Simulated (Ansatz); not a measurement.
A displaced shape of triplet NH:

```json
{"atom": "N", "x (Å)": "0.0172", "y (Å)": "-0.0414", "z (Å)": "-0.1087"}
{"atom": "H", "x (Å)": "0.0186", "y (Å)": "-0.0072", "z (Å)": "0.9618"}
```

It was optimised with HF/def2-SVP in Ansatz (development build ahead of 0.2.0) to forces under 0.001 eV/Å, with unrestricted orbitals. Each step stands on the lowest determinant of that kind that the program's search found.

(1) What shape does it relax to, and how does the optimisation go?

Results:

(1)

```xyz
2

N     0.0172   -0.0407   -0.0870
H     0.0186   -0.0079    0.9401
```

Bond lengths: N1–H2 1.028 Å.

| step | E − E(start) (eV) | largest force (eV/Å) |
| --- | --- | --- |
| 1 | 0.0000 | 1.6209 |
| 2 | -0.0345 | 0.4415 |
| 3 | -0.0368 | 0.0440 |
| 4 | -0.0368 | 0.0008 |

The optimisation ended after 4 steps with its threshold met.
